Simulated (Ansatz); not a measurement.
Rock-salt SnTe (cubic form, which distorts at low temperature), treated with PBE in Ansatz (PAW).

Numerical settings: plane-wave cutoff 520 eV, 10×10×10 k mesh, Fermi–Dirac smearing 0.01 eV, scalar-relativistic PAW data made under PBE.

Properties against volume:

```csv
V (Å³/atom),P (GPa),direct gap at Γ (eV)
30.954,2.82,5.549
31.613,1.76,5.446
32.271,0.83,5.345
32.930,0.00,5.246
33.589,-0.77,5.150
34.247,-1.46,5.056
34.906,-2.08,4.965
```

The fundamental gap (0.05 eV at the equilibrium volume, with added k points) lies elsewhere than Γ–Γ.

Note: symmetry holds this phase in the static calculation, where it need not be a minimum.

Spin–orbit coupling is not included; it can close the smallest gap of 0.05 eV.

Ansatz is a first-principles code.
